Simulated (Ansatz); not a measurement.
# Al2N: the cost of one run

Computed with Ansatz 0.2.0, Gaussian basis. Level: def2-TZVPP, core rule «outside noble gas», up to 11 orbitals frozen.

To be run: UHF; ROHF; CCSD(T) on UHF.

2 further runs of the same task are left out: 2 set aside as unsound or not needed.

## (1) The geometry

The geometry is a PBE0/def2-TZVP stationary point (not a proven minimum) of the parent state, kept for this charge and spin.

3 atoms, charge 1, spin multiplicity 3.

Atoms are counted from 1 here; the program's logs count them from 0.

Bond lengths: Al1–N2 1.714 Å, N2–Al3 1.714 Å. Angles: Al1–N2–Al3 180.0°.

Coordinates:

```xyz
3
charge 1, multiplicity 3
Al    0.0000    0.0000    1.7145
N     0.0000    0.0000    0.0000
Al    0.0000    0.0000   -1.7145
```

## (2) UHF

in.yaml reads:

```yaml
crystal:
  periodic: [false, false, false]
  atoms:
    - {symbol: Al, position_ang: [0.000000, 0.000000, 1.714500]}
    - {symbol: N, position_ang: [0.000000, 0.000000, 0.000000]}
    - {symbol: Al, position_ang: [0.000000, 0.000000, -1.714500]}
basis:
  gaussian: {orbitals: def2-TZVPP}
total_charge: 1
magnetization: {spin_polarized: true, initial_magnetization: 2}
hamiltonian: {xc: hf}
output: {orbitals: {seedname: orbitals}}
```

Command:

```
$ ansatz run in.yaml --threads 1 --pin off --events-out ev --progress --plain --max-ram 4096MiB --backend cpu
```

What time and memory should one allow on 1 thread of AMD EPYC 7R13, shared host?

About 8 s, with a peak of 0.3 GiB.
